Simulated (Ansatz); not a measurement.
**Palladium, fcc under BLYP: from relaxation to bulk modulus**

What does BLYP give for palladium in the fcc structure? We relax it, solve it on a dense k-mesh, switch on spin-orbit coupling, then scale the cell to 7 volumes from 88 to 112 % of the relaxed one and try a fit of the equation of state. The start is antiferromagnetic (type I, layers along [001]). The k-meshes are 11×11×8 for the relaxation; 18×18×13 for the dense run; 11×11×8 for spin-orbit coupling; 18×18×13 for the volumes. The starting cell is the deposited one, from the Crystallography Open Database.

Computed with Ansatz 0.2.0 (DFT BLYP, plane waves (420 eV) with PAW, scalar-relativistic; PAW files made under PBE, frozen cores solved again for the functional, unless a step says otherwise).

## Step 1: The system as given

It takes space group Fm-3m (No. 225, cubic). The conventional cell has a = 3.890 Å, b = 3.890 Å, c = 3.890 Å, α = 90.00°, β = 90.00°, γ = 90.00°. Pd (site symmetry m-3m) is surrounded by 12 Pd at 2.75 Å.

Coordinates:

```cif
data_structure
_symmetry_space_group_name_H-M 'Fm-3m'
_symmetry_Int_Tables_number 225
_cell_length_a 3.8898
_cell_length_b 3.8898
_cell_length_c 3.8898
_cell_angle_alpha 90.000
_cell_angle_beta 90.000
_cell_angle_gamma 90.000
_cell_volume 58.85
loop_
_atom_site_label
_atom_site_type_symbol
_atom_site_symmetry_multiplicity
_atom_site_Wyckoff_symbol
_atom_site_fract_x
_atom_site_fract_y
_atom_site_fract_z
_atom_site_occupancy
Pd1 Pd 4 a 0.00000 0.00000 0.00000 1
```

Starting moments (μB): +0.5, -0.5.

## Step 2: Geometry optimisation

Contents of input.yaml:

```yaml
crystal:
  lattice:
    - [2.7505039575, 0.0, 0.0]
    - [0.0, 2.7505039575, 0.0]
    - [0.0, 0.0, 3.8898]
  atoms:
    - { symbol: Pd, position: [0.0, 0.0, 0.0], spin: 0.5 }
    - { symbol: Pd, position: [0.5, 0.5, 0.5], spin: -0.5 }
hamiltonian:
  xc: blyp
  pseudopotentials:
    kind: paw
    azcp:
      Pd: "pseudopotentials/Pd.paw.azcp"
basis:
  ecutwfc: 420
  fft_grid_basis: typed
kpoints:
  mp_grid: { grid: [11, 11, 8], shift: [0, 0, 0] }
magnetization:
  spin_polarized: true
scf:
  occupations: { method: fermi_dirac, width: 0.05 }
relax:
  max_steps: 60
  f_tol: 0.01
  cell: {}
```

After this run come: Dense single point; With spin-orbit coupling; Volume × 0.88; Volume × 0.92; Volume × 0.96; Volume × 1.0; Volume × 1.04; Volume × 1.08; Volume × 1.12.

Before running it: what results should come out? Wanted: space group; conventional cell; volume; shortest distance; gap on the mesh; magnetic state.

As calculated:

```
                      quantity                         value
space group (spins left aside)               Fm-3m (No. 225)
             conventional cell                   a = 4.028 Å
                        volume                16.341 Å³/atom
             shortest distance                       2.848 Å
   against the measured volume      +11.1 % (14.714 Å³/atom)
               gap on the mesh  none (levels filled in part)
                magnetic state                  non-magnetic
```

What this shows: BLYP puts the volume 11.1 % above the deposited one. This functional tends to bind solids too weakly. The starting moments do not survive. Levels at the Fermi energy are filled in part, as in a metal. Totals with and without spin-orbit coupling (-2.1 eV/atom apart) can't be read as binding, since the two-component data shift the zero of energy.
